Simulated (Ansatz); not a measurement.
Input file:

```yaml
crystal:
  periodic: [false, false, false]
  atoms:
    - {symbol: Si, position_ang: [0.000000, 0.000000, 0.312214]}
    - {symbol: P, position_ang: [0.000000, 0.000000, -3.634918]}
    - {symbol: H, position_ang: [0.000000, 0.000000, 3.322704]}
basis:
  gaussian: {orbitals: 6-31G}
magnetization: {spin_polarized: true, initial_magnetization: 0}
correlation: {method: ccsdt_q, electrons: outside_noble_gas}
```

```sh
$ ansatz run in.yaml --threads 1 --pin off --events-out ev --progress --plain --max-ram 2393MiB
```

The program prints:

```
534 factors; integrals over basis functions are off by at most 4.1e-8 eV
mean field evaluation 1: about -17132.9824 eV, gradient 1.2e1 eV
mean field evaluation 2: about -17132.9827 eV, gradient 1.2e1 eV
mean field evaluation 4: about -17135.7024 eV, gradient 5.1e0 eV
mean field evaluation 8: about -17136.2942 eV, gradient 8.4e-2 eV
mean field evaluation 16: about -17136.3828 eV, gradient 3.6e-4 eV
mean field evaluation 32: about -17142.3384 eV, gradient 1.0e0 eV
mean field evaluation 64: about -17142.3511 eV, gradient 5.7e-1 eV
mean field evaluation 96: about -17136.2914 eV, gradient 1.7e-3 eV
mean field evaluation 128: about -17143.6218 eV, gradient 3.1e-4 eV
mean field evaluation 160: about -17142.2751 eV, gradient 1.1e-1 eV
...
cycle  42  -1.11665392 eV  change    1.0e-7 eV  update   2.2e-6
cycle  43  -1.11665388 eV  change    3.9e-8 eV  update   3.6e-6
cycle  44  -1.11665393 eV  change   -4.9e-8 eV  update   2.3e-6
cycle  45  -1.11665407 eV  change   -1.4e-7 eV  update   3.8e-6
cycle  46  -1.11665427 eV  change   -2.0e-7 eV  update   3.4e-6
cycle  47  -1.11665449 eV  change   -2.2e-7 eV  update   1.7e-6
cycle  48  -1.11665468 eV  change   -1.9e-7 eV  update   2.7e-6
cycle  49  -1.11665489 eV  change   -2.2e-7 eV  update   4.6e-6
cycle  50  -1.11665505 eV  change   -1.6e-7 eV  update   2.0e-6
cycle  51  -1.11665517 eV  change   -1.2e-7 eV  update   1.2e-6
perturbative correction 0.00003249 eV, 0.0000011939 hartree
Total energy: -17144.73846125 eV, -630.0575173297 hartree
```

For the same geometry and basis full CI lies 3.5 meV higher.

Ran on 1 thread of Arm Neoverse V2, shared host: 59 s wall, 0.18 GiB peak host memory.
